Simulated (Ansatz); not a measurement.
# F2H2Si: levels of theory

The task, for F2H2Si: compare levels of theory; the runs are relaxing the atoms and phonons.

Computed with Ansatz 0.2.0 (DFT PBE, Gaussian basis def2-SVP, and further levels as typed in the inputs, unless a step's input says otherwise).

## Step 1: The structure to begin with

Bond lengths: Si1–F2 1.686 Å, Si1–F3 1.686 Å, Si1–H4 1.471 Å, Si1–H5 1.471 Å. Angles: F2–Si1–F3 109.5°, F2–Si1–H4 109.5°, F2–Si1–H5 109.5°, F3–Si1–H4 109.5°, F3–Si1–H5 109.5°, H4–Si1–H5 109.5°.

Coordinates:

```xyz
5

Si    0.0246   -0.0170    0.0398
F    -1.2133   -0.8342   -0.7622
F     0.3008    1.4653   -0.7150
H     1.2527   -0.8248   -0.0021
H    -0.3648    0.2107    1.4395
```

## Step 2: Relaxing the atoms: F2H2Si

input.yaml

```yaml
crystal:
  periodic: [false, false, false]
  atoms:
    - { symbol: Si, position_ang: [0.024609, -0.017022, 0.039839] }
    - { symbol: F, position_ang: [-1.213291, -0.83416, -0.76223] }
    - { symbol: F, position_ang: [0.300818, 1.465328, -0.714991] }
    - { symbol: H, position_ang: [1.252694, -0.824799, -0.002085] }
    - { symbol: H, position_ang: [-0.36483, 0.210653, 1.439467] }
basis:
  gaussian: { orbitals: def2-SVP }
hamiltonian:
  xc: pbe
relax:
  f_tol: 0.003
  max_steps: 150
output:
  orbitals: {}
```

Command:

```
> ansatz run input.yaml --threads 4 --pin off --max-ram 10240MiB --backend cpu --events-out ev --progress --plain --runs-dir out
```

The log of the run, shortened:

```text
Warning: RAYON_NUM_THREADS=4 ignored (pool sized by the plan → 4); use --threads N
[...]
Functional definition: PBE
[...]
608 factors; their error is unknown
[...]
mean field -13330.47864862 eV, -489.8860546139 hartree, gradient 2.3e-5 eV, S^2 0.000000; 0 other end points of the search recorded, 0 dependent functions left out
[...]
reference -13330.47867248 eV, -489.8860554906 hartree; 17, 17 occupied and 39, 39 virtual orbitals, 608 factors
relax step   1: F+E_penalty+E_count = -13330.47864862 eV  Δ(F+E_penalty+E_count) = +0.000e0 eV  max|allowed force component| = 1.583e0 eV/Å  Δτ_max = 0.0000 Å  (24 SCF iters, accepted)
[...]
relax step   4: F+E_penalty+E_count = -13330.61953809 eV  Δ(F+E_penalty+E_count) = -2.521e-4 eV  max|allowed force component| = 6.305e-3 eV/Å  Δτ_max = 0.0055 Å  (20 SCF iters, accepted)
[...]
relax step   5: F+E_penalty+E_count = -13330.61954044 eV  Δ(F+E_penalty+E_count) = -2.345e-6 eV  max|allowed force component| = 3.022e-4 eV/Å  Δτ_max = 0.0004 Å  (16 SCF iters, accepted)
608 factors; their error is unknown
mean field -13330.61954044 eV, -489.8912322926 hartree, gradient 1.9e-5 eV, S^2 0.000000; 1 other end points of the search recorded, 0 dependent functions left out
[...]
reference -13330.61956513 eV, -489.8912332002 hartree; 17, 17 occupied and 39, 39 virtual orbitals, 608 factors
Total energy: -13330.61956513 eV, -489.8912332002 hartree
Atom 0 at     0.029850    -0.020647     0.048324 Å, force     0.000187    -0.000129     0.000302 eV/Å
Atom 1 at    -1.166235    -0.791842    -0.739826 Å, force     0.000006     0.000181    -0.000123 eV/Å
Atom 2 at     0.280134     1.404769    -0.694701 Å, force    -0.000162    -0.000074    -0.000128 eV/Å
Atom 3 at     1.274752    -0.838105    -0.061420 Å, force    -0.000109     0.000070     0.000057 eV/Å
Atom 4 at    -0.418501     0.245826     1.447623 Å, force     0.000077    -0.000049    -0.000108 eV/Å
Dipole moment:     0.150242    -0.103924     0.243229 e Å
```

Run time: 1.7 s. Hardware: 4 threads of Arm Neoverse V2, shared host; peak memory 0.11 GiB.

Relaxation path:

| step | E - E(step 1) (eV) | largest force component (eV/Å) |
| --- | --- | --- |
| 1 | 0.0000 | 1.5825 |
| 2 | -0.1066 | 1.0187 |
| 3 | -0.1406 | 0.0320 |
| 4 | -0.1409 | 0.0063 |
| 5 | -0.1409 | 0.0003 |

Step 1 is the start.

Before: Bond lengths: Si1–F2 1.686 Å, Si1–F3 1.686 Å, Si1–H4 1.471 Å, Si1–H5 1.471 Å. Angles: F2–Si1–F3 109.5°, F2–Si1–H4 109.5°, F2–Si1–H5 109.5°, F3–Si1–H4 109.5°, F3–Si1–H5 109.5°, H4–Si1–H5 109.5°.

After: Bond lengths: Si1–F2 1.627 Å, Si1–F3 1.627 Å, Si1–H4 1.493 Å, Si1–H5 1.493 Å. Angles: F2–Si1–F3 107.9°, F2–Si1–H4 108.5°, F2–Si1–H5 108.5°, F3–Si1–H4 108.5°, F3–Si1–H5 108.5°, H4–Si1–H5 114.6°.

## Step 3: Phonons

It takes the final geometry of step 2.

input.yaml

```yaml
crystal:
  periodic: [false, false, false]
  atoms:
    - { symbol: Si, position_ang: [0.02985015, -0.02064738, 0.04832378] }
    - { symbol: F, position_ang: [-1.16623515, -0.7918424, -0.73982609] }
    - { symbol: F, position_ang: [0.28013403, 1.40476881, -0.69470065] }
    - { symbol: H, position_ang: [1.27475231, -0.83810453, -0.06141987] }
    - { symbol: H, position_ang: [-0.41850134, 0.24582551, 1.44762283] }
basis:
  gaussian: { orbitals: def2-SVP }
hamiltonian:
  xc: pbe
phonons: {}
```

Command:

```
> ansatz run input.yaml --threads 4 --pin off --max-ram 10240MiB --backend cpu --events-out ev --progress --plain --runs-dir out
```

The log of the run, shortened:

```text
Warning: RAYON_NUM_THREADS=4 ignored (pool sized by the plan → 4); use --threads N
[...]
Functional definition: PBE
[...]
608 factors; their error is unknown
[...]
mean field -13330.61954044 eV, -489.8912322926 hartree, gradient 1.3e-5 eV, S^2 0.000000; 0 other end points of the search recorded, 0 dependent functions left out
[...]
reference -13330.61956513 eV, -489.8912332002 hartree; 17, 17 occupied and 39, 39 virtual orbitals, 608 factors
[...]
608 factors; their error is unknown
mean field -13330.61941341 eV, -489.8912276246 hartree, gradient 6.3e-7 eV, S^2 0.000000; 0 other end points of the search recorded, 0 dependent functions left out
[...]
reference -13330.61943810 eV, -489.8912285319 hartree; 17, 17 occupied and 39, 39 virtual orbitals, 608 factors
[...]
608 factors; their error is unknown
[...]
608 factors; their error is unknown
mean field -13330.61953347 eV, -489.8912320366 hartree, gradient 1.8e-6 eV, S^2 0.000000; 0 other end points of the search recorded, 0 dependent functions left out
[...]
reference -13330.61955817 eV, -489.8912329441 hartree; 17, 17 occupied and 39, 39 virtual orbitals, 608 factors
Total energy: -13330.61956513 eV, -489.8912332002 hartree
Atom 0 at     0.029850    -0.020647     0.048324 Å, force     0.000187    -0.000129     0.000303 eV/Å
Atom 1 at    -1.166235    -0.791842    -0.739826 Å, force     0.000006     0.000181    -0.000123 eV/Å
Atom 2 at     0.280134     1.404769    -0.694701 Å, force    -0.000161    -0.000074    -0.000128 eV/Å
Atom 3 at     1.274752    -0.838105    -0.061420 Å, force    -0.000109     0.000071     0.000057 eV/Å
Atom 4 at    -0.418501     0.245826     1.447623 Å, force     0.000077    -0.000049    -0.000109 eV/Å
Dipole moment:     0.150241    -0.103924     0.243229 e Å
Vibrations: 300.85 683.58 700.34 834.80 866.52 938.18 981.86 2219.90 2235.57 cm⁻¹, zero-point energy 0.605143 eV
```

Wall time 2 s (4 threads of Arm Neoverse V2, shared host); peak memory 0.091 GiB.

## Step 4: Relaxing the atoms: PBE, Gaussian basis def2-TZVP

It takes the final geometry of step 2.

Edit input.yaml of step 3 so:

```diff
@@ -9,5 +9,7 @@
 basis:
-  gaussian: { orbitals: def2-SVP }
+  gaussian: { orbitals: def2-TZVP }
 hamiltonian:
   xc: pbe
-phonons: {}
+relax:
+  f_tol: 0.003
+  max_steps: 100
```

Command:

```
> ansatz run input.yaml --threads 4 --pin off --max-ram 10240MiB --backend cpu --events-out ev --progress --plain --runs-dir out
```

The log of the run, shortened:

```text
Warning: RAYON_NUM_THREADS=4 ignored (pool sized by the plan → 4); use --threads N
[...]
Functional definition: PBE
[...]
652 factors; their error is unknown
[...]
mean field -13340.65729251 eV, -490.2601128775 hartree, gradient 4.7e-5 eV, S^2 0.000000; 0 other end points of the search recorded, 0 dependent functions left out
[...]
reference -13340.65732324 eV, -490.2601140066 hartree; 17, 17 occupied and 94, 94 virtual orbitals, 652 factors
relax step   1: F+E_penalty+E_count = -13340.65729251 eV  Δ(F+E_penalty+E_count) = +0.000e0 eV  max|allowed force component| = 6.151e-1 eV/Å  Δτ_max = 0.0000 Å  (25 SCF iters, accepted)
[...]
relax step   4: F+E_penalty+E_count = -13340.67486444 eV  Δ(F+E_penalty+E_count) = -2.252e-5 eV  max|allowed force component| = 6.494e-3 eV/Å  Δτ_max = 0.0006 Å  (19 SCF iters, accepted)
[...]
relax step   5: F+E_penalty+E_count = -13340.67486923 eV  Δ(F+E_penalty+E_count) = -4.793e-6 eV  max|allowed force component| = 1.334e-3 eV/Å  Δτ_max = 0.0007 Å  (18 SCF iters, accepted)
652 factors; their error is unknown
mean field -13340.67486923 eV, -490.2607588100 hartree, gradient 4.2e-5 eV, S^2 0.000000; 1 other end points of the search recorded, 0 dependent functions left out
[...]
reference -13340.67489978 eV, -490.2607599325 hartree; 17, 17 occupied and 94, 94 virtual orbitals, 652 factors
Total energy: -13340.67489978 eV, -490.2607599325 hartree
Atom 0 at     0.028057    -0.019407     0.045421 Å, force     0.000824    -0.000570     0.001334 eV/Å
Atom 1 at    -1.151302    -0.783715    -0.728907 Å, force    -0.000723    -0.000986    -0.000103 eV/Å
Atom 2 at     0.278368     1.387534    -0.684303 Å, force     0.000622     0.001056    -0.000061 eV/Å
Atom 3 at     1.265541    -0.831915    -0.067486 Å, force    -0.000475     0.000323    -0.000484 eV/Å
Atom 4 at    -0.420664     0.247503     1.435275 Å, force    -0.000248     0.000177    -0.000686 eV/Å
Dipole moment:     0.146568    -0.101383     0.237282 e Å
```

Wall time 3 s (4 threads of Arm Neoverse V2, shared host); peak memory 0.15 GiB.

Step by step:

```
step  energy from step 1 (eV)  largest force component (eV/Å)
   1                   0.0000                          0.6151
   2                  -0.0117                          0.3866
   3                  -0.0175                          0.0197
   4                  -0.0176                          0.0065
   5                  -0.0176                          0.0013
```

Step 1 is the start.

Before: Bond lengths: Si1–F2 1.627 Å, Si1–F3 1.627 Å, Si1–H4 1.493 Å, Si1–H5 1.493 Å. Angles: F2–Si1–F3 107.9°, F2–Si1–H4 108.5°, F2–Si1–H5 108.5°, F3–Si1–H4 108.5°, F3–Si1–H5 108.5°, H4–Si1–H5 114.6°.

After: Bond lengths: Si1–F2 1.605 Å, Si1–F3 1.605 Å, Si1–H4 1.485 Å, Si1–H5 1.485 Å. Angles: F2–Si1–F3 108.2°, F2–Si1–H4 108.4°, F2–Si1–H5 108.4°, F3–Si1–H4 108.4°, F3–Si1–H5 108.4°, H4–Si1–H5 114.9°.

## Step 5: Phonons

It takes the final geometry of step 4.

input.yaml

```yaml
crystal:
  periodic: [false, false, false]
  atoms:
    - { symbol: Si, position_ang: [0.02805712, -0.01940712, 0.04542087] }
    - { symbol: F, position_ang: [-1.15130162, -0.78371546, -0.72890694] }
    - { symbol: F, position_ang: [0.27836789, 1.38753388, -0.68430257] }
    - { symbol: H, position_ang: [1.26554079, -0.83191456, -0.06748599] }
    - { symbol: H, position_ang: [-0.42066418, 0.24750328, 1.43527463] }
basis:
  gaussian: { orbitals: def2-TZVP }
hamiltonian:
  xc: pbe
phonons: {}
```

Command:

```
> ansatz run input.yaml --threads 4 --pin off --max-ram 10240MiB --backend cpu --events-out ev --progress --plain --runs-dir out
```

The log of the run, shortened:

```text
Warning: RAYON_NUM_THREADS=4 ignored (pool sized by the plan → 4); use --threads N
[...]
Functional definition: PBE
[...]
652 factors; their error is unknown
[...]
mean field -13340.67486923 eV, -490.2607588100 hartree, gradient 5.0e-5 eV, S^2 0.000000; 0 other end points of the search recorded, 0 dependent functions left out
[...]
reference -13340.67489978 eV, -490.2607599325 hartree; 17, 17 occupied and 94, 94 virtual orbitals, 652 factors
[...]
652 factors; their error is unknown
[...]
mean field -13340.67474748 eV, -490.2607543358 hartree, gradient 1.6e-6 eV, S^2 0.000000; 0 other end points of the search recorded, 0 dependent functions left out
[...]
reference -13340.67477804 eV, -490.2607554587 hartree; 17, 17 occupied and 94, 94 virtual orbitals, 652 factors
[...]
652 factors; their error is unknown
[...]
652 factors; their error is unknown
mean field -13340.67486134 eV, -490.2607585199 hartree, gradient 3.0e-6 eV, S^2 0.000000; 0 other end points of the search recorded, 0 dependent functions left out
[...]
reference -13340.67489188 eV, -490.2607596425 hartree; 17, 17 occupied and 94, 94 virtual orbitals, 652 factors
Total energy: -13340.67489978 eV, -490.2607599325 hartree
Atom 0 at     0.028057    -0.019407     0.045421 Å, force     0.000824    -0.000570     0.001334 eV/Å
Atom 1 at    -1.151302    -0.783715    -0.728907 Å, force    -0.000723    -0.000987    -0.000102 eV/Å
Atom 2 at     0.278368     1.387534    -0.684303 Å, force     0.000623     0.001056    -0.000060 eV/Å
Atom 3 at     1.265541    -0.831915    -0.067486 Å, force    -0.000475     0.000323    -0.000485 eV/Å
Atom 4 at    -0.420664     0.247503     1.435275 Å, force    -0.000249     0.000178    -0.000687 eV/Å
Dipole moment:     0.146568    -0.101383     0.237282 e Å
Vibrations: 302.19 682.86 701.78 828.99 862.77 943.86 946.37 2214.84 2230.15 cm⁻¹, zero-point energy 0.602179 eV
```

Wall time 3.5 s (4 threads of Arm Neoverse V2, shared host); peak memory 0.12 GiB.

[end of part 1 of 2]
